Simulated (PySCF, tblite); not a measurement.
# C₅H₈O: a rotation path, then NMR shifts on frames, part 2 of 2

tblite 0.8.0 and PySCF 2.14.0. Atoms count from 0. The steps go on from the part before.

### 5 Shielding tensors: image 4, PBE0/pcSseg-1

Job settings and geometry (Å):

```
{"job": {"kind": "nmr", "xc": "PBE0", "basis": "pcSseg-1", "pop": false}, "charge": 0, "multiplicity": 1}
C      2.547900     0.337000    -0.311200
C      1.268200     0.219900    -0.153100
C     -0.015600     0.087800     0.003200
C     -0.819500     1.008500     0.878400
C     -0.775800    -1.003100    -0.741200
O     -2.127000    -1.116500    -0.380100
H      3.250100    -0.176700     0.327600
H      2.973400     0.959100    -1.083900
H     -1.512200     1.584900     0.265900
H     -1.405900     0.442900     1.602700
H     -0.165300     1.687900     1.417400
H     -0.782100    -0.780500    -1.812900
H     -0.253900    -1.963000    -0.601100
H     -2.182900    -1.288800     0.566100
```

Method: GIAO PBE0/pcSseg-1 NMR shielding, non-relativistic, gas phase.

Standard output:

```text
coarse grid: 11480 points
cycle   1  E = -270.0170336720  dE =  7.474e-01  |g| = 6.320e-01  |ddm| = 3.516e+00
cycle   2  E = -269.9711080148  dE =  4.593e-02  |g| = 8.288e-01  |ddm| = 1.437e+00
cycle   3  E = -270.0953747014  dE = -1.243e-01  |g| = 8.626e-02  |ddm| = 9.611e-01
cycle   4  E = -270.0968107446  dE = -1.436e-03  |g| = 2.851e-02  |ddm| = 1.208e-01
cycle   5  E = -270.0969812887  dE = -1.705e-04  |g| = 1.246e-02  |ddm| = 4.696e-02
cycle   6  E = -270.0970187127  dE = -3.742e-05  |g| = 3.506e-03  |ddm| = 1.387e-02
cycle   7  E = -270.0970218842  dE = -3.172e-06  |g| = 3.302e-04  |ddm| = 3.220e-03
final grid: 110224 points
cycle   8  E = -270.1443444133  dE = -2.960e-05  |g| = 8.867e-03  |ddm| = 5.175e-02
cycle   9  E = -270.1443351114  dE =  9.302e-06  |g| = 1.138e-02  |ddm| = 2.249e-02
cycle  10  E = -270.1443613964  dE = -2.628e-05  |g| = 1.488e-03  |ddm| = 1.336e-02
cycle  11  E = -270.1443618705  dE = -4.741e-07  |g| = 2.206e-04  |ddm| = 1.455e-03
cycle  12  E = -270.1443618777  dE = -7.232e-09  |g| = 1.473e-04  |ddm| = 3.037e-04
cycle  13  E = -270.1443618831  dE = -5.353e-09  |g| = 1.542e-05  |ddm| = 1.545e-04
cycle  14  E = -270.1443618831  dE = -4.741e-11  |g| = 6.418e-06  |ddm| = 1.835e-05
converged SCF energy = -270.1443618831

GIAO shielding tensors (ppm)
atom      isotropic    diamagn.    paramagn.     s11        s22        s33       span
  0 C      107.273     262.718    -155.445     20.690    130.764    170.365    149.675
  1 C      -27.029     261.614    -288.643    -67.956    -25.275     12.144     80.100
  2 C       82.409     262.639    -180.230      0.967    101.694    144.566    143.598
  3 C      169.304     245.387     -76.083    163.431    165.665    178.815     15.384
  4 C      121.651     242.008    -120.357     91.983    111.176    161.795     69.812
  5 O      306.468     387.150     -80.682    275.219    293.849    350.336     75.117
  6 H       26.788      30.558      -3.770     24.663     25.270     30.432      5.769
  7 H       26.809      30.175      -3.366     24.670     25.270     30.486      5.817
  8 H       29.537      29.147       0.391     25.663     27.113     35.836     10.173
  9 H       30.101      30.570      -0.469     25.475     29.304     35.524     10.050
 10 H       29.908      30.046      -0.139     25.912     28.384     35.427      9.514
 11 H       27.011      28.746      -1.735     22.222     27.447     31.362      9.140
 12 H       26.996      29.786      -2.790     21.968     27.454     31.568      9.600
 13 H       31.435      32.495      -1.060     23.133     29.065     42.108     18.975
```

It took 11 s on 1 thread of INTEL XEON PLATINUM 8581C at 2.10GHz, shared host; peak memory 0.76 GiB.

This run: δ C1 214.0, C2 104.5, C0 79.7, C4 65.3, H6 4.93, H7 4.91 ppm.

### 6 Shielding tensors: image 6, PBE0/pcSseg-1

Job settings and geometry (Å):

```
{"job": {"kind": "nmr", "xc": "PBE0", "basis": "pcSseg-1", "pop": false}, "charge": 0, "multiplicity": 1}
C      2.528100     0.445900    -0.438100
C      1.268600     0.260100    -0.202500
C      0.008700     0.047900     0.035900
C     -0.787600     0.881300     1.003200
C     -0.731200    -1.091200    -0.649900
O     -2.115000    -0.888300    -0.769200
H      3.294000    -0.056900     0.132900
H      2.871700     1.115700    -1.211200
H     -1.544200     1.451800     0.463000
H     -1.287800     0.245200     1.735500
H     -0.139800     1.575100     1.531500
H     -0.358800    -1.217800    -1.669000
H     -0.527700    -2.024000    -0.095700
H     -2.479800    -0.745100     0.111400
```

Method: GIAO PBE0/pcSseg-1 NMR shielding, non-relativistic, gas phase.

Standard output:

```text
coarse grid: 11480 points
cycle   1  E = -270.0166608615  dE =  7.489e-01  |g| = 6.338e-01  |ddm| = 3.505e+00
cycle   2  E = -269.9695831183  dE =  4.708e-02  |g| = 8.339e-01  |ddm| = 1.385e+00
cycle   3  E = -270.0954651731  dE = -1.259e-01  |g| = 8.687e-02  |ddm| = 9.095e-01
cycle   4  E = -270.0969255123  dE = -1.460e-03  |g| = 2.859e-02  |ddm| = 1.181e-01
cycle   5  E = -270.0970963198  dE = -1.708e-04  |g| = 1.257e-02  |ddm| = 4.659e-02
cycle   6  E = -270.0971343144  dE = -3.799e-05  |g| = 3.473e-03  |ddm| = 1.404e-02
cycle   7  E = -270.0971374358  dE = -3.121e-06  |g| = 3.301e-04  |ddm| = 3.212e-03
final grid: 110224 points
cycle   8  E = -270.1448429781  dE = -3.105e-05  |g| = 9.069e-03  |ddm| = 3.987e-02
cycle   9  E = -270.1448327711  dE =  1.021e-05  |g| = 1.176e-02  |ddm| = 2.165e-02
cycle  10  E = -270.1448607464  dE = -2.798e-05  |g| = 1.513e-03  |ddm| = 1.288e-02
cycle  11  E = -270.1448612391  dE = -4.927e-07  |g| = 2.243e-04  |ddm| = 1.400e-03
cycle  12  E = -270.1448612464  dE = -7.336e-09  |g| = 1.507e-04  |ddm| = 3.049e-04
cycle  13  E = -270.1448612520  dE = -5.633e-09  |g| = 1.600e-05  |ddm| = 1.592e-04
cycle  14  E = -270.1448612521  dE = -5.195e-11  |g| = 6.345e-06  |ddm| = 2.232e-05
converged SCF energy = -270.1448612521

GIAO shielding tensors (ppm)
atom      isotropic    diamagn.    paramagn.     s11        s22        s33       span
  0 C      107.903     262.882    -154.979     22.500    130.576    170.633    148.132
  1 C      -27.358     260.666    -288.024    -70.114    -24.400     12.440     82.554
  2 C       82.963     264.151    -181.187      0.156    100.542    148.191    148.035
  3 C      170.337     246.578     -76.241    163.276    165.877    181.857     18.580
  4 C      120.198     241.888    -121.690     92.050    110.592    157.954     65.904
  5 O      308.964     386.974     -78.011    285.245    288.957    352.689     67.444
  6 H       26.830      30.440      -3.609     24.645     25.371     30.475      5.830
  7 H       26.780      30.263      -3.483     24.615     25.254     30.469      5.854
  8 H       29.515      29.841      -0.325     25.416     27.763     35.367      9.951
  9 H       30.312      30.430      -0.119     26.393     28.388     36.154      9.761
 10 H       29.748      30.114      -0.366     25.744     28.179     35.321      9.577
 11 H       27.180      29.302      -2.122     22.938     27.502     31.098      8.160
 12 H       27.032      29.388      -2.356     21.733     27.405     31.958     10.226
 13 H       31.232      32.136      -0.904     21.920     30.085     41.692     19.772
```

Wall time 11 s (1 thread of INTEL XEON PLATINUM 8581C at 2.10GHz, shared host); peak memory 0.76 GiB.

Key values: δ C1 214.3, C2 104.0, C0 79.0, C4 66.7, H7 4.94, H6 4.89 ppm.

### 7 Shielding tensors: image 8, PBE0/pcSseg-1

Job settings and geometry (Å):

```
{"job": {"kind": "nmr", "xc": "PBE0", "basis": "pcSseg-1", "pop": false}, "charge": 0, "multiplicity": 1}
C      2.450600     0.546900    -0.578800
C      1.234300     0.275000    -0.230100
C      0.016300    -0.012900     0.119700
C     -0.738300     0.773000     1.159400
C     -0.724800    -1.173100    -0.513700
O     -1.890200    -0.783300    -1.201900
H      3.298500     0.098100    -0.084900
H      2.670700     1.233200    -1.381500
H     -1.508900     1.388400     0.692400
H     -1.216200     0.096800     1.868400
H     -0.064100     1.431500     1.699900
H     -0.092100    -1.663500    -1.255700
H     -0.974900    -1.903600     0.273800
H     -2.461500    -0.306800    -0.589200
```

Method: GIAO PBE0/pcSseg-1 NMR shielding, non-relativistic, gas phase.

Standard output:

```text
coarse grid: 11480 points
cycle   1  E = -270.0176043427  dE =  7.447e-01  |g| = 6.378e-01  |ddm| = 3.482e+00
cycle   2  E = -269.9673754799  dE =  5.023e-02  |g| = 8.477e-01  |ddm| = 1.611e+00
cycle   3  E = -270.0975059246  dE = -1.301e-01  |g| = 8.726e-02  |ddm| = 1.096e+00
cycle   4  E = -270.0990003347  dE = -1.494e-03  |g| = 2.715e-02  |ddm| = 1.163e-01
cycle   5  E = -270.0991612185  dE = -1.609e-04  |g| = 1.105e-02  |ddm| = 4.325e-02
cycle   6  E = -270.0991895272  dE = -2.831e-05  |g| = 3.661e-03  |ddm| = 1.239e-02
cycle   7  E = -270.0991930281  dE = -3.501e-06  |g| = 3.923e-04  |ddm| = 3.222e-03
final grid: 110224 points
cycle   8  E = -270.1466860389  dE = -2.812e-05  |g| = 9.167e-03  |ddm| = 4.063e-02
cycle   9  E = -270.1466751179  dE =  1.092e-05  |g| = 1.201e-02  |ddm| = 2.062e-02
cycle  10  E = -270.1467039871  dE = -2.887e-05  |g| = 1.493e-03  |ddm| = 1.274e-02
cycle  11  E = -270.1467044631  dE = -4.760e-07  |g| = 2.043e-04  |ddm| = 1.431e-03
cycle  12  E = -270.1467044685  dE = -5.304e-09  |g| = 1.469e-04  |ddm| = 2.844e-04
cycle  13  E = -270.1467044739  dE = -5.441e-09  |g| = 1.515e-05  |ddm| = 1.534e-04
cycle  14  E = -270.1467044739  dE = -4.445e-11  |g| = 6.179e-06  |ddm| = 1.968e-05
converged SCF energy = -270.1467044739

GIAO shielding tensors (ppm)
atom      isotropic    diamagn.    paramagn.     s11        s22        s33       span
  0 C      110.252     262.991    -152.739     27.218    132.468    171.070    143.851
  1 C      -31.457     260.656    -292.113    -75.308    -30.655     11.593     86.901
  2 C       84.479     263.206    -178.727     -0.932     98.588    155.780    156.712
  3 C      169.517     246.808     -77.290    153.939    167.494    187.119     33.179
  4 C      114.736     241.822    -127.087     90.695    110.598    142.914     52.219
  5 O      302.688     388.242     -85.554    282.870    294.899    330.294     47.424
  6 H       26.866      30.210      -3.345     24.647     25.366     30.585      5.938
  7 H       26.793      30.473      -3.680     24.561     25.406     30.412      5.851
  8 H       29.625      30.125      -0.499     25.603     28.173     35.100      9.497
  9 H       30.327      29.959       0.368     26.557     28.072     36.354      9.797
 10 H       29.643      30.089      -0.446     25.565     28.182     35.183      9.618
 11 H       27.304      29.748      -2.443     23.235     27.527     31.151      7.917
 12 H       27.228      29.569      -2.342     22.723     27.259     31.701      8.978
 13 H       31.116      32.349      -1.233     21.447     30.382     41.520     20.073
```

It took 11 s on 1 thread of INTEL XEON PLATINUM 8581C at 2.10GHz, shared host; peak memory 0.76 GiB.

Key values: δ C1 218.4, C2 102.4, C0 76.7, C4 72.2, H7 4.92, H6 4.85 ppm.

### 8 Comparing the runs: NMR shifts

Shifts (ppm) of some atoms, chosen among heavy atoms and hydrogens apart, with basis size and wall time:

| frame | C1 | C2 | C0 | C4 | H9 | H13 | O5 | functions | time |
| --- | --- | --- | --- | --- | --- | --- | --- | --- | --- |
| image 0 | 219.2 | 105.8 | 76.8 | 72.0 | 2.40 | 0.02 | 47.2 | 142 | 13 s |
| image 2 | 216.1 | 104.9 | 77.7 | 69.0 | 2.23 | -0.07 | 39.4 | 142 | 10 s |
| image 4 | 214.0 | 104.5 | 79.7 | 65.3 | 1.62 | 0.28 | 29.6 | 142 | 11 s |
| image 6 | 214.3 | 104.0 | 79.0 | 66.7 | 1.41 | 0.48 | 27.1 | 142 | 11 s |
| image 8 | 218.4 | 102.4 | 76.7 | 72.2 | 1.39 | 0.60 | 33.4 | 142 | 11 s |

### 9 What came out

What follows sums up all 2 parts.

| quantity | value |
| --- | --- |
| barrier | 0.102 eV (2.3 kcal/mol) at image 4 |
| end to end (GFN2-xTB) | 0.038 eV |
| ¹³C shifts against TMS (PBE0/pcSseg-1, image 0) | 219.2, 105.8, 76.8, 72.0, 18.5 ppm |
| ¹H shifts against TMS (PBE0/pcSseg-1, image 0) | 4.89, 4.87, 4.58, 4.09, 2.40, 1.79, 1.77, 0.02 ppm |
| ¹⁷O shifts against H2O (PBE0/pcSseg-1, image 0) | 47.2 ppm |
| potential on the surface of density 0.002 e/bohr³, 1st and 99th percentile | -1.58 V and 1.79 V |
| range of the shift of O5 | 27.1 to 47.2 ppm |

What this shows: Along the band the dihedral turns by 130°, and the top (dihedral -8°) lies 2.3 kcal/mol above the start (GFN2-xTB, rough), so at room temperature this motion is fast. Ends this close can change order at a higher level. The top was not checked by a frequency run. Shifts at one fixed geometry are not the observed spectrum, which averages over the motion. In the first frame run (image 0): Shielding is most anisotropic at C2 (span 160 ppm, paramagnetic term -180 ppm). Across the 5 runs the shift of O5 moves most, between 27.1 (image 6) and 47.2 ppm (image 0).
